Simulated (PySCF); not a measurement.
NO, SMILES [N]=O (connectivity only; charge and spin as stated), charge +1, multiplicity 1. The structure is a stationary point at PBE0-D3(BJ)/def2-TZVPD.

All values below come from PBE0-D3(BJ)/def2-TZVPD in PySCF.

Harmonic wavenumbers (cm⁻¹): 2528. Rotational constants (GHz): 60.94 (linear); symmetry number 1.

Work out the zero-point energy and the ideal-gas rigid-rotor harmonic-oscillator thermochemistry at 298.15 K and 1 atm.

ZPE = ½ Σ hcν = ½ × 2528 cm⁻¹ = 15.12 kJ/mol. H − E(el) = 23.80 kJ/mol. Entropy in J/(mol K): translation 151.17, rotation 46.76, vibration 0.00, total 197.93. G − E(el) = -35.22 kJ/mol. Cp = 29.11 J/(mol K).
